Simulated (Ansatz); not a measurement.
# Mg2: the cost of one run

The runs use Ansatz 0.2.0, Gaussian basis; the settings change from run to run.

17 further runs of the same task are left out: 1 for a mislabelled method, 8 that didn't finish, 8 set aside as unsound or not needed.

**1. The geometry**

The geometry is a PBE0/def2-TZVPD stationary point (not a proven minimum).

2 atoms, charge -1, spin multiplicity 4.

Atoms are counted from 1 here; the program's logs count them from 0.

Bond lengths: Mg1–Mg2 2.707 Å.

**2. CCSDT(Q)/B on ROHF/def2-SVP**

File in.yaml:

```yaml
crystal:
  periodic: [false, false, false]
  atoms:
    - {symbol: Mg, position_ang: [0.000000, 0.000000, 0.000000]}
    - {symbol: Mg, position_ang: [0.000000, 0.000000, 2.706600]}
basis:
  gaussian: {orbitals: def2-SVP}
total_charge: -1
magnetization: {spin_polarized: false, initial_magnetization: 3}
correlation: {method: ccsdt_q_b, electrons: outside_noble_gas}
accuracy: high
output: {forces: true}
```

On the command line:

```bash
$ ansatz run in.yaml --threads 1 --pin off --events-out ev --progress --plain --max-ram 2393MiB
```

**Question.** How long does this run take on 1 thread of Arm Neoverse V2, shared host, and how much memory does it need?

About 16 s, with a peak of 0.26 GiB.
